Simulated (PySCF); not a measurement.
Ligands exchanged one at a time, B Cl-OH. Gas-phase values, no solvent. One relaxed conformer stands for each flexible species; it need not be the lowest. Strings in code marks are SMILES.

Calculation: PBE-D3(BJ)/def2-TZVP // PBE0-D3(BJ)/def2-TZVP (PySCF). Excitations are Tamm–Dancoff values on a coarser integration grid. The basis has no diffuse functions, so Rydberg states are missing or too high.

| species | S1 oscillator strength | S1–T1 gap (TDA) (eV) | S1 excitation (TDA) (eV) | HOMO (eV) | LUMO (eV) |
|---|---|---|---|---|---|
| 0 of 3 Cl replaced by OH | 0.000 | 0.19 | 5.12 | ? | ? |
| 1 of 3 Cl replaced by OH | 0.000 | 0.18 | 6.33 | -7.63 | -1.36 |
| 2 of 3 Cl replaced by OH | 0.024 | ? | 7.37 | ? | -0.32 |
| 3 of 3 Cl replaced by OH (`OB(O)O`) | 0.001 | 0.14 | ? | -7.42 | -0.72 |

### Question
What belongs in the gaps?

### Answer

- 0 of 3 Cl replaced by OH, HOMO (eV): -7.65
- 0 of 3 Cl replaced by OH, LUMO (eV): -2.61
- 2 of 3 Cl replaced by OH, S1–T1 gap (TDA) (eV): 0.12
- 2 of 3 Cl replaced by OH, HOMO (eV): -7.64
- 3 of 3 Cl replaced by OH (`OB(O)O`), S1 excitation (TDA) (eV): 6.76
